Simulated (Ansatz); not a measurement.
# CH4BCl: the cost of one run

Method: the settings change from run to run; program: Ansatz 0.2.0, Gaussian basis.

### Step 1. The geometry

An earlier PBE0-D4 in a triple-zeta def2 set relaxation fixed the geometry.

7 atoms, charge 0, spin multiplicity 1.

Atoms are counted from 1 here; the program's logs count them from 0.

Bond lengths: B1–C2 1.549 Å, B1–H4 1.198 Å, B1–H5 1.192 Å, C2–Cl3 1.783 Å, C2–H6 1.096 Å, C2–H7 1.096 Å. Angles: C2–B1–H4 116.7°, C2–B1–H5 122.9°, H4–B1–H5 120.3°, B1–C2–Cl3 116.9°, B1–C2–H6 109.5°, B1–C2–H7 109.5°, Cl3–C2–H6 107.6°, Cl3–C2–H7 107.6°, H6–C2–H7 105.0°.

### Step 2. PBE0-DH/cc-pVTZ-DK

Set apart from the defaults: multiplicity 3, a grid of angular degree 11, the search for lower states set to full.

Input file in.yaml:

```yaml
crystal:
  periodic: [false, false, false]
  atoms:
    - {symbol: B, position_ang: [-0.685949, -0.012792, -0.635467]}
    - {symbol: C, position_ang: [0.443202, -0.099922, 0.421345]}
    - {symbol: Cl, position_ang: [1.383585, 1.385149, 0.720886]}
    - {symbol: H, position_ang: [-1.316351, -1.011467, -0.834061]}
    - {symbol: H, position_ang: [-0.935920, 0.986304, -1.236014]}
    - {symbol: H, position_ang: [1.149417, -0.888840, 0.137698]}
    - {symbol: H, position_ang: [0.023315, -0.426333, 1.379812]}
basis:
  gaussian: {orbitals: cc-pVTZ-DK, final_grid: {core_spheres: 5, valence_spheres: 4, degree: 11}}
magnetization: {spin_polarized: true, initial_magnetization: 2}
hamiltonian: {xc: {name: PBE0-DH}}
scf: {lower_state_search: full}
output: {forces: true}
```

On the command line:

```console
$ ansatz run in.yaml --threads 2 --pin off --events-out ev --progress --plain --max-ram 4352MiB
```

**Question.** How long does this run take on 2 threads of Arm Neoverse V1, shared host, and how much memory does it need?

About 22 s, with a peak of 0.72 GiB.
